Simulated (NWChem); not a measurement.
# ROB97/cc-pV(D+d)Z run of CH4Si (SMILES [CH][SiH3]), part 2 of 2

NWChem 7.3.0.

## 3. The distorted shape

ch4si.nw

```
start ch4si
title "CH4Si"
memory stack 880 mb heap 220 mb global 1100 mb

geometry units angstroms noautosym nocenter noautoz
  C     0.670456   -0.854250    0.766185
  Si   -0.242442    0.378858   -0.170250
  H     1.148257   -1.800086    0.753622
  H    -1.529923   -0.154982   -0.637930
  H     0.499817    0.837657   -1.321821
  H    -0.518068    1.556793    0.751449
end

basis spherical bse
  * library "cc-pV(D+d)Z"
end

dft
  xc becke97
  mult 3
  rodft
  cgmin
  grid medium
  convergence energy 1e-08
  direct
  iterations 100
  mulliken
end

task dft energy
```

Started as:

```
$ nwchem ch4si.nw > ch4si.out
```

Log:

```text
Northwest Computational Chemistry Package (NWChem) 7.3.0
             --------------------------------------------------------

           Job information
           ---------------

    nwchem branch   = 7.3.0
    use scalapack   = T
    input           = ch4si.nw
    prefix          = ch4si.
    data base       = ./ch4si.db
    status          = startup
    nproc           =        1

           Memory information
           ------------------

    heap     =     28835838 doubles =      220.0 Mbytes
    stack    =    115343355 doubles =      880.0 Mbytes
    global   =    144179200 doubles =     1100.0 Mbytes (distinct from heap & stack)
    total    =    288358393 doubles =     2200.0 Mbytes
    verify   = yes
    hardfail = no

           Directory information
           ---------------------

  0 permanent = .
  0 scratch   = .

                                NWChem Input Module
                                -------------------

                                       CH4Si
                                       -----

 Scaling coordinates for geometry "geometry" by  1.889725989
 (inverse scale =  0.529177249)

                             Geometry "geometry" -> ""
                             -------------------------

 Output coordinates in angstroms (scale by  1.889725989 to convert to a.u.)

  No.       Tag          Charge          X              Y              Z
 ---- ---------------- ---------- -------------- -------------- --------------
    1 C                    6.0000     0.67045600    -0.85425000     0.76618500
    2 Si                  14.0000    -0.24244200     0.37885800    -0.17025000
    3 H                    1.0000     1.14825700    -1.80008600     0.75362200
    4 H                    1.0000    -1.52992300    -0.15498200    -0.63793000
    5 H                    1.0000     0.49981700     0.83765700    -1.32182100
    6 H                    1.0000    -0.51806800     1.55679300     0.75144900

      Atomic Mass
      -----------

      C                 12.000000
      Si                27.976930
      H                  1.007825

 Effective nuclear repulsion energy (a.u.)      50.1090718404

            Nuclear Dipole moment (a.u.)
            ----------------------------
        X                 Y               Z
 ---------------- ---------------- ----------------
     0.4320499425     1.1676503500     3.3238957331

            XYZ format geometry
            -------------------
     6
 geometry
 C                     0.67045600    -0.85425000     0.76618500
 Si                   -0.24244200     0.37885800    -0.17025000
 H                     1.14825700    -1.80008600     0.75362200
 H                    -1.52992300    -0.15498200    -0.63793000
 H                     0.49981700     0.83765700    -1.32182100
 H                    -0.51806800     1.55679300     0.75144900

 ==============================================================================
                                internuclear distances
 ------------------------------------------------------------------------------
       center one      |      center two      | atomic units |  angstroms
 ------------------------------------------------------------------------------
    2 Si               |   1 C                |     3.39670  |     1.79746
    3 H                |   1 C                |     2.00263  |     1.05974
    4 H                |   2 Si               |     2.77817  |     1.47014
    5 H                |   2 Si               |     2.73035  |     1.44484
    6 H                |   2 Si               |     2.87402  |     1.52086
 ------------------------------------------------------------------------------
                         number of included internuclear distances:          5
 ==============================================================================

 ==============================================================================
                                 internuclear angles
 ------------------------------------------------------------------------------
        center 1       |       center 2       |       center 3       |  degrees
 ------------------------------------------------------------------------------
    2 Si               |   1 C                |   3 H                |   146.63
    1 C                |   2 Si               |   4 H                |   111.19
    1 C                |   2 Si               |   5 H                |   111.85
    1 C                |   2 Si               |   6 H                |   107.92
    4 H                |   2 Si               |   5 H                |   108.16
    4 H                |   2 Si               |   6 H                |   108.38
    5 H                |   2 Si               |   6 H                |   109.28
 ------------------------------------------------------------------------------
                            number of included internuclear angles:          7
 ==============================================================================

 Summary of "ao basis" -> "" (spherical)
 ------------------------------------------------------------------------------
       Tag                 Description            Shells   Functions and Types
 ---------------- ------------------------------  ------  ---------------------
 *                        cc-pV(D+d)Z                 on all atoms

                                 NWChem DFT Module
                                 -----------------

                                       CH4Si

                      Basis "ao basis" -> "ao basis" (spherical)
                      -----
  [basis functions not shown]

[... 18 lines left out ...]
  convergence criterion.
[... 1 line left out ...]
  convergence criterion.
[... 16 lines left out ...]
          Convergence on energy requested:  1.00D-08
          Convergence on density requested:  1.00D-05
          Convergence on gradient requested:  5.00D-04
[... 20 lines left out ...]
          Spatial weights used:  Erf1
[... 1 line left out ...]
          Convergence Information
[... 1 line left out ...]
          Convergence aids based upon iterative change in
          total energy or number of iterations.
[... 33 lines left out ...]
         Quadratically convergent ROKS
[... 1 line left out ...]
 Convergence threshold     :          5.000E-04
[... 1 line left out ...]
 Final Fock-matrix accuracy:          1.000E-09
[... 14 lines left out ...]
         Total DFT energy =     -329.806885559453
      One electron energy =     -553.807705142466
           Coulomb energy =      196.391297906336
    Exchange-Corr. energy =      -22.499550163694
 Nuclear repulsion energy =       50.109071840371
[... 5 lines left out ...]
                       DFT Final Molecular Orbital Analysis
[... 331 lines left out ...]
   Bfn.  Coefficient  Atom+Function         Bfn.  Coefficient  Atom+Function
  ----- ------------  ---------------      ----- ------------  ---------------
    40     -0.852186  3 H  px                14      0.783178  1 C  d  2
    10     -0.529013  1 C  d -2              41     -0.423749  3 H  py
    11      0.290730  1 C  d -1              22      0.286162  2 Si px
[... 4 lines of this table left out ...]
              MO Center= -4.0D-01,  7.7D-01,  2.1D-02, r^2= 2.9D+00
   Bfn.  Coefficient  Atom+Function         Bfn.  Coefficient  Atom+Function
  ----- ------------  ---------------      ----- ------------  ---------------
    18      1.157545  2 Si s                 17      0.770588  2 Si s
    54     -0.737488  6 H  s                 56      0.718001  6 H  py
    57      0.575661  6 H  pz                45     -0.501861  4 H  px
[... 4 lines of this table left out ...]
              MO Center=  3.8D-01, -6.8D-01,  3.3D-01, r^2= 3.2D+00
   Bfn.  Coefficient  Atom+Function         Bfn.  Coefficient  Atom+Function
  ----- ------------  ---------------      ----- ------------  ---------------
     3      1.689577  1 C  s                  8      0.970980  1 C  py
    24     -0.928243  2 Si pz                18     -0.902447  2 Si s
    11     -0.791071  1 C  d -1              33      0.705113  2 Si d -2
[... 4 lines of this table left out ...]
              MO Center= -5.3D-01,  1.9D-01, -5.8D-01, r^2= 2.8D+00
   Bfn.  Coefficient  Atom+Function         Bfn.  Coefficient  Atom+Function
  ----- ------------  ---------------      ----- ------------  ---------------
    45      0.934675  4 H  px                36      0.917786  2 Si d  1
    44      0.879800  4 H  s                 22      0.857898  2 Si px
    49     -0.717723  5 H  s                 52     -0.716214  5 H  pz
[... 4 lines of this table left out ...]
              MO Center=  5.3D-02,  4.9D-01,  3.5D-02, r^2= 3.4D+00
   Bfn.  Coefficient  Atom+Function         Bfn.  Coefficient  Atom+Function
  ----- ------------  ---------------      ----- ------------  ---------------
    34      0.903571  2 Si d -1              56      0.749943  6 H  py
    24      0.685432  2 Si pz                54     -0.670814  6 H  s
    52      0.648539  5 H  pz                49      0.645066  5 H  s
[... 4 lines of this table left out ...]
              MO Center=  8.6D-01, -1.3D+00,  6.9D-01, r^2= 1.6D+00
   Bfn.  Coefficient  Atom+Function         Bfn.  Coefficient  Atom+Function
  ----- ------------  ---------------      ----- ------------  ---------------
     3      2.035875  1 C  s                 38     -1.907501  3 H  s
    41     -1.502844  3 H  py                 5     -1.043290  1 C  py
    10     -1.001467  1 C  d -2              40      0.744947  3 H  px
[... 4 lines of this table left out ...]
              MO Center= -2.4D-01,  3.7D-01, -1.7D-01, r^2= 6.0D-01
   Bfn.  Coefficient  Atom+Function         Bfn.  Coefficient  Atom+Function
  ----- ------------  ---------------      ----- ------------  ---------------
    32      0.724333  2 Si d  2              28     -0.637878  2 Si d -2
    37     -0.420839  2 Si d  2              33      0.366875  2 Si d -2
    31      0.302012  2 Si d  1              25     -0.190039  2 Si px
[... 4 lines of this table left out ...]
              MO Center= -2.4D-01,  3.7D-01, -1.6D-01, r^2= 6.3D-01
   Bfn.  Coefficient  Atom+Function         Bfn.  Coefficient  Atom+Function
  ----- ------------  ---------------      ----- ------------  ---------------
    30      0.832841  2 Si d  0              35     -0.514651  2 Si d  0
    31     -0.435148  2 Si d  1              29      0.365745  2 Si d -1
    36      0.289355  2 Si d  1              27     -0.275553  2 Si pz
[... 4 lines of this table left out ...]
              MO Center= -2.4D-01,  3.7D-01, -1.9D-01, r^2= 5.6D-01
   Bfn.  Coefficient  Atom+Function         Bfn.  Coefficient  Atom+Function
  ----- ------------  ---------------      ----- ------------  ---------------
    32      0.647827  2 Si d  2              29     -0.505599  2 Si d -1
    28      0.463370  2 Si d -2              31     -0.385339  2 Si d  1
    37     -0.371590  2 Si d  2              34      0.325253  2 Si d -1
[... 4 lines of this table left out ...]
              MO Center= -2.4D-01,  3.8D-01, -1.8D-01, r^2= 5.8D-01
   Bfn.  Coefficient  Atom+Function         Bfn.  Coefficient  Atom+Function
  ----- ------------  ---------------      ----- ------------  ---------------
    29      0.601719  2 Si d -1              31     -0.601013  2 Si d  1
    30     -0.533652  2 Si d  0              34     -0.345749  2 Si d -1
    36      0.300996  2 Si d  1              35      0.292660  2 Si d  0
[... 4 lines of this table left out ...]
              MO Center= -2.2D-01,  3.6D-01, -1.5D-01, r^2= 6.8D-01
   Bfn.  Coefficient  Atom+Function         Bfn.  Coefficient  Atom+Function
  ----- ------------  ---------------      ----- ------------  ---------------
    28      0.646050  2 Si d -2              29      0.541452  2 Si d -1
    31      0.524188  2 Si d  1              33     -0.361024  2 Si d -2
    34     -0.323927  2 Si d -1              36     -0.287422  2 Si d  1
    38     -0.228073  3 H  s                 32      0.214528  2 Si d  2
    18      0.210213  2 Si s                 26     -0.208788  2 Si py

 Task  times  cpu:        9.2s     wall:        9.2s
 Total times  cpu:        9.2s     wall:        9.2s
```

Wall time 9.9 s (1 thread of AMD EPYC 9R45 (Zen 5), shared host); peak memory 0.11 GiB.

## 4. Results

This closing draws on all 2 parts.

Level: ROB97/cc-pV(D+d)Z.

| quantity | value |
| --- | --- |
| first shape: total energy | -329.80841 Eh |
| distorted shape: total energy | -329.80689 Eh |
| energy change with the atoms displaced | 0.041 eV |

In words: With the atoms displaced the energy rises by 0.04 eV (4.0 kJ/mol). The first shape isn't relaxed at this level, so the change isn't measured from a minimum.
